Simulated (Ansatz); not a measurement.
Ansatz (a first-principles code) input (PBE/cc-pVTZ):

Ansatz 0.2 input:
```yaml
crystal:
  periodic: [false, false, false]
  atoms:
    - {symbol: C, position_ang: [-0.00517534, -0.10696577, 0.84074838]}
    - {symbol: C, position_ang: [-0.01360476, -0.69854769, -0.52112947]}
    - {symbol: C, position_ang: [0.01459619, 0.56938060, -0.61931483]}
    - {symbol: H, position_ang: [0.91046776, -0.08734705, 1.42564298]}
    - {symbol: H, position_ang: [-0.92297864, -0.04704489, 1.41948447]}
    - {symbol: H, position_ang: [0.03761437, 1.55118910, -1.04695191]}
basis:
  gaussian:
    orbitals: cc-pVTZ
hamiltonian:
  xc: {name: PBE}
magnetization: {spin_polarized: true, initial_magnetization: 1}
```

Output:

```
Functional definition: PBE
integrals: 0.03 GiB planned
672 factors; their error is unknown
mean field: 0.44 GiB planned
mean field evaluation 1: about -3144.7832 eV, gradient 3.8e1 eV
mean field evaluation 2: about -3137.4369 eV, gradient 5.2e1 eV
mean field evaluation 4: about -3151.4062 eV, gradient 8.0e0 eV
mean field evaluation 8: about -3151.7028 eV, gradient 2.0e-1 eV
mean field evaluation 16: about -3151.7030 eV, gradient 8.1e-5 eV
mean field -3151.70295881 eV, -115.8229474352 hartree, gradient 1.8e-5 eV, S^2 0.755324; 0 other end points of the search recorded, 0 dependent functions left out
reference -3151.70298956 eV, -115.8229485652 hartree; 11, 10 occupied and 121, 122 virtual orbitals, 672 factors
Total energy: -3151.70298956 eV, -115.8229485652 hartree
```
